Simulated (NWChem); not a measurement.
# Spin states of C$_{2}$H$_{5}$

```xyz
7

C      0.7867    -0.1113    -0.0178
C     -0.6856     0.1015    -0.0019
H      1.4789     0.7055     0.2024
H      1.2075    -1.1146    -0.1254
H     -1.1253    -0.0998     0.9991
H     -0.9585     1.1391    -0.2556
H     -1.2094    -0.5719    -0.7022
```
Charge 0, spin multiplicity 2.

The numbers come from NWChem runs, not from measurements. The geometry was optimised at UB3LYP/def2-SVP, a minimum by its harmonic frequencies.

Basis set: def2-TZVP. The gap is E(quartet) − E(doublet) at the geometry of the doublet, so a negative value puts the higher spin lower. Open shells are unrestricted. The quartet is the single determinant that the SCF runs reached; it need not be the lowest quartet, which in molecules with degenerate π orbitals can need several determinants.

B3LYP has NWChem's definition, with VWN1-RPA local correlation. The structure started from a generated list of species. The stability of the SCF solutions was not checked. Open-shell Hartree-Fock references start from PBE0 orbitals.

Question: One of these methods gave a vertical doublet-quartet gap of 222.9 kcal/mol. Which?
A. PBE
B. B3LYP
C. BHandHLYP
D. HF

Answer: B, B3LYP. The others give 234.5 (BHandHLYP), 212.7 (PBE), 231.8 (HF).
